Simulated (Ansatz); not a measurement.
A calculation with Ansatz (development build ahead of 0.2.0).

```yaml
crystal:
  periodic: [false, false, false]
  atoms:
    - { symbol: C, position_ang: [1.44502, -0.02452, 0.2686] }
    - { symbol: C, position_ang: [0.68799, 1.23413, -0.2323] }
    - { symbol: C, position_ang: [-0.70008, 1.23924, 0.19325] }
    - { symbol: C, position_ang: [-1.48079, 0.02087, -0.26607] }
    - { symbol: C, position_ang: [-0.68684, -1.23891, 0.24038] }
    - { symbol: C, position_ang: [0.77272, -1.24255, -0.24041] }
    - { symbol: H, position_ang: [1.49283, 0.00122, 1.29486] }
    - { symbol: H, position_ang: [2.48604, -0.04401, -0.16893] }
    - { symbol: H, position_ang: [0.74295, 1.33266, -1.28606] }
    - { symbol: H, position_ang: [1.25654, 2.1587, 0.0978] }
    - { symbol: H, position_ang: [-1.22171, 2.18526, -0.18204] }
    - { symbol: H, position_ang: [-0.7224, 1.31351, 1.30442] }
    - { symbol: H, position_ang: [-1.51842, 0.04628, -1.31408] }
    - { symbol: H, position_ang: [-2.51905, 0.03137, 0.1775] }
    - { symbol: H, position_ang: [-1.27473, -2.1199, -0.13727] }
    - { symbol: H, position_ang: [-0.7584, -1.31148, 1.37871] }
    - { symbol: H, position_ang: [1.21607, -2.12467, 0.16162] }
    - { symbol: H, position_ang: [0.80004, -1.35776, -1.33324] }
basis:
  gaussian: { orbitals: def2-SVP }
hamiltonian:
  xc: pbe0
output:
  forces: true
```

The input is written out in the form of the current development build from the run's settings.

Results

```
Converged                       : yes
Total energy                    : -235.39938 hartree
Spin squared of the determinant : 0.000
Stability test                  : minimum among restricted orbitals
```

Forces (eV/Å):
```tsv
atom	Fx	Fy	Fz
C1	1.096	1.266	-4.381
C2	3.033	0.562	1.157
C3	-2.653	1.817	0.801
C4	0.647	-0.612	3.329
C5	-1.759	-0.299	-0.294
C6	-2.036	-0.429	0.425
H7	0.228	-0.080	3.027
H8	-0.552	0.364	0.657
H9	0.151	-0.301	-1.775
H10	-0.621	-0.691	0.075
H11	0.501	-0.855	0.431
H12	-0.218	-0.073	-0.221
H13	-0.302	-0.249	-2.064
H14	0.754	-0.054	-0.544
H15	0.649	0.219	0.252
H16	0.221	0.249	-1.135
H17	0.774	-1.121	0.400
H18	0.086	0.288	-0.140
```
